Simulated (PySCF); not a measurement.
Compound: C3H5FS.
Structure used (PBE0-D3(BJ)/def2-SVP), in Å, numbered top down from 1:
```xyz
10
C3H5FS angstrom
F      0.1684    1.1138   -1.3962
C     -0.0930    0.6567   -0.1350
C      1.1140    0.1310    0.6301
S      0.0303   -1.1122    1.4431
C     -0.9089   -0.6273   -0.0617
H     -0.5894    1.4613    0.4334
H      1.6348    0.8262    1.3025
H      1.8337   -0.3552   -0.0472
H     -0.6764   -1.2961   -0.9053
H     -1.9966   -0.5347    0.0616
```

Method used: core-valence-separated Tamm–Dancoff BHandHLYP/aug-pcX-1 (pcseg-1 on H, def2-SVPD on S) in PySCF, non-relativistic, gas phase, PBE0-D3(BJ)/def2-SVP geometry. No empirical shift is added; at this level the pattern usually sits a few eV under experiment.

The lowest roots of each edge with f over 0.003 (five at most, numbered afresh; weaker and dark ones are left out), with transition dipoles (au) in the frame of the coordinates:

```json
{"root": "1", "edge": "C", "E (eV)": "284.77", "μx": "0.0377", "μy": "0.0014", "μz": "0.0283"}
{"root": "2", "edge": "C", "E (eV)": "284.78", "μx": "-0.0088", "μy": "-0.0755", "μz": "0.0835"}
{"root": "3", "edge": "C", "E (eV)": "286.67", "μx": "-0.0521", "μy": "-0.0261", "μz": "-0.0170"}
{"root": "4", "edge": "C", "E (eV)": "286.67", "μx": "0.0218", "μy": "-0.0127", "μz": "0.0104"}
{"root": "5", "edge": "C", "E (eV)": "286.93", "μx": "0.0359", "μy": "-0.0121", "μz": "0.0036"}
{"root": "6", "edge": "F", "E (eV)": "685.82", "μx": "-0.0081", "μy": "-0.0087", "μz": "0.0334"}
{"root": "7", "edge": "F", "E (eV)": "686.62", "μx": "0.0156", "μy": "0.0058", "μz": "0.0054"}
{"root": "8", "edge": "F", "E (eV)": "686.69", "μx": "-0.0076", "μy": "-0.0060", "μz": "0.0286"}
{"root": "9", "edge": "F", "E (eV)": "687.79", "μx": "-0.0002", "μy": "-0.0128", "μz": "0.0145"}
{"root": "10", "edge": "F", "E (eV)": "688.21", "μx": "0.0009", "μy": "-0.0103", "μz": "0.0091"}
```

Task: What are the oscillator strengths?

Result: f = (2/3) ΔE |μ|², with ΔE in hartree (27.2114 eV):

```json
{"root": "1", "ΔE (Eh)": "10.4652", "|μ|² (au)": "0.002226", "f": "0.016", "core hole on": "C3/C5"}
{"root": "2", "ΔE (Eh)": "10.4655", "|μ|² (au)": "0.012755", "f": "0.089", "core hole on": "C3/C5"}
{"root": "3", "ΔE (Eh)": "10.5350", "|μ|² (au)": "0.003688", "f": "0.026", "core hole on": "C3/C5"}
{"root": "4", "ΔE (Eh)": "10.5351", "|μ|² (au)": "0.000746", "f": "0.005", "core hole on": "C3/C5"}
{"root": "5", "ΔE (Eh)": "10.5444", "|μ|² (au)": "0.001446", "f": "0.010", "core hole on": "C3/C5"}
{"root": "6", "ΔE (Eh)": "25.2035", "|μ|² (au)": "0.001256", "f": "0.021", "core hole on": "F1"}
{"root": "7", "ΔE (Eh)": "25.2328", "|μ|² (au)": "0.000305", "f": "0.005", "core hole on": "F1"}
{"root": "8", "ΔE (Eh)": "25.2355", "|μ|² (au)": "0.000914", "f": "0.015", "core hole on": "F1"}
{"root": "9", "ΔE (Eh)": "25.2757", "|μ|² (au)": "0.000372", "f": "0.006", "core hole on": "F1"}
{"root": "10", "ΔE (Eh)": "25.2912", "|μ|² (au)": "0.000188", "f": "0.003", "core hole on": "F1"}
```

Task: Molecules are fixed in this frame and the field points along z. What effective strengths 3 f cos²θ do the roots have (θ between field and μ)?

Result: root 1 (C3/C5): 0.017, root 2 (C3/C5): 0.146, root 3 (C3/C5): 0.006, root 4 (C3/C5): 0.002, root 5 (C3/C5): 0.000, root 6 (F1): 0.056, root 7 (F1): 0.001, root 8 (F1): 0.041, root 9 (F1): 0.011, root 10 (F1): 0.004. Root 2 is the strongest. Averaged over all orientations cos²θ is 1/3, which gives f back. For degenerate partners only the sum has meaning, as the program may mix them freely.

One conformer stands for the species.
